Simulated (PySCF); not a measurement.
Working with the constants of NaB

UHF-CCSD(T) constants of NaB, ³Π (triplet), unpaired electrons σ ↑, π ↑ (Na jorge-DZP-DKH, B jorge-DZP-DKH; spin-free X2C with a Gaussian nucleus (PySCF 2.14); masses 22.9898 and 11.0093 u):

| Item | Value |
| --- | --- |
| ωe | 323.1 cm⁻¹ |
| ωexe | 4.15 cm⁻¹ |
| Be | 0.35759 cm⁻¹ |
| αe | 0.00528 cm⁻¹ |
| D (centrifugal) | 1.75e-06 cm⁻¹ |
| De to Na + B | 0.61 eV |

(1) Give the vibrational terms G(v) and spacings up to v = 6.

(2) How well does the Morse estimate ωe²/(4ωexe) reproduce De, and what is D0?

Correlated steps freeze 2 core orbitals. Correlated levels converge slowly with the basis: in double zeta they bind strong bonds too weakly, by up to about 1 eV, and carry superposition errors of some tenths. The state was picked by a PBE0 search and need not be the measured ground state.

## Answers

(1) G(v) = ωe(v+½) − ωexe(v+½)².

```
v  G(v) (cm⁻¹)  G(v) − G(v−1)  Bv (cm⁻¹)
0        160.5                    0.3550
1        475.3          314.8     0.3497
2        781.8          306.5     0.3444
3       1080.0          298.2     0.3391
4       1369.9          289.9     0.3338
5       1651.5          281.6     0.3286
6       1924.8          273.3     0.3233
```

(2) It gives 0.78 eV, 128 % of the computed De. D0 = De − G(0) = 0.61 − 0.02 = 0.59 eV.
